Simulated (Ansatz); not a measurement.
Ideal-gas functions of `F[C@H]1C[C@@H]1F` at 500 K and 1 bar, from an Ansatz frequency run at PBE0-D4/def2-TZVP.

Molar mass 78.06 g/mol, point group C2 (symmetry number 2), electronic degeneracy 1, moments of inertia 43.478, 141.102, 163.696 u Å². Harmonic wavenumbers (cm⁻¹, unscaled): 280, 304, 422, 458, 802, 859, 966, 997, 1024, 1099, 1101, 1180, 1200, 1239, 1332, 1411, 1505, 3160, 3192, 3193, 3255.

Use S(trans) = R[1.5 ln M + 2.5 ln T − 1.1517]; rotational temperatures θ = 24.2544 K / I; S(rot) = R[ln(√π/σ · √(T³/θAθBθC)) + 1.5]; for each mode x = 1.438777 ν̃/T, S = R[x/(eˣ − 1) − ln(1 − e⁻ˣ)] and H = RT x/(eˣ − 1); 1 cm⁻¹ = 0.0119627 kJ/mol; R = 8.31446 J/(mol·K).

Task: By hand: the entropy, in J/(mol·K).

Result: Translation 173.9. Rotation: θ = 0.5579, 0.1719, 0.1482 K, giving 106.7. Vibration, mode by mode: 10.33, 9.69, 7.19, 6.60, 2.99, 2.63, 2.06, 1.92, 1.81, 1.52, 1.51, 1.26, 1.21, 1.10, 0.89, 0.74, 0.59, 0.01, 0.01, 0.01, 0.01, in all 54.1. Electronic 0.0. Sum 334.7 J/(mol·K).

Task: By hand: H − E and G − E in kJ/mol, counted from the electronic energy.

Result: Zero-point energy ½ × 28979 × 0.0119627 = 173.3; thermal vibration 17.1; translation, rotation and pV give 4 RT = 16.6. H − E = 207.0 kJ/mol, and G − E = 207.0 − 500 × 334.7/1000 = 39.7 kJ/mol.

Vibration gives 16 % of the entropy. The sum counts one conformer and one mirror image; others add a mixing term.
